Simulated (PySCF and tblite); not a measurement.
The numbers below are computed, except where a source is named.
C5H10, numbered as in [CH2:1]=[CH:2][CH2:3][CH2:4][CH3:5].

Search: ETKDG and KDG, MMFF94s, GFN2-xTB, 90 starts; geometries at PBE0-D3(BJ)/def2-SVP. Free energies are PBE0-D3(BJ)/def2-TZVP single points with GFN2-xTB rigid-rotor and vibrational terms (modes under about 100 cm⁻¹ blended into free rotors). Symmetry numbers and mirror images are counted. Conformers within 4 kcal/mol (GFN2-xTB free energy) were kept, 7 at most. Of two unlike H on one atom, a is the less shielded (PBE0/pcSseg-1). Run with PySCF (density fitting) and tblite.

An NOE distance is ⟨r⁻⁶⟩^(−1/6) over all pairs of like atoms and, for the average, over conformers.

Torsions listed: C1–C2–C3–C4, C2–C3–C4–C5. Of a mirror pair one member is shown.

```csv
conformer,shape,weight %
1,"120°, 178°",38.6
2,"-120°, 64°",33.2
3,"115°, 63°",12.0
4,"0°, 180°",11.9
```

Not shown: 1 more, 4.3 % in all.

Question: Which H–H contacts under 3.5 Å would NOEs report (pairs on one atom left out) at 298.15 K?

Answer: 
```tsv
pair	in 1 (Å)	in 2 (Å)	in 3 (Å)	in 4 (Å)	average (Å)
H1b ··· H2	2.43	2.43	2.43	2.42	2.43
H3 ··· H4	2.70	2.56	2.55	2.70	2.62
H4 ··· H5	2.63	2.63	2.63	2.63	2.63
H2 ··· H3	2.74	2.74	2.73	2.50	2.69
H1a ··· H3	2.70	2.71	2.69	3.60	2.77
H2 ··· H4	2.81	2.92	3.50	3.83	2.98
H3 ··· H5	2.93	3.24	3.23	2.92	3.05
H1a ··· H2	3.08	3.08	3.08	3.09	3.08
H1a ··· H4	4.02	4.61	3.95	2.42	3.20
```

Longer pairs under the limit may be missing.

Question: In a model where alignment follows shape alone (order matrix 0.0005 × (3G/tr G − 1)/2, G the second moments of the atom positions; splitting J + 2D), what are the one-bond C–H dipolar couplings D?

Answer: H1a 2.5 Hz (3.5 in conformer 1), H1b -3.4 Hz (-5.0 in conformer 1), H2 2.4 Hz (3.4 in conformer 1), H3 2.8 Hz (3.4 in conformer 1), H4 2.2 Hz (3.4 in conformer 1), H5 0.7 Hz (1.6 in conformer 1).
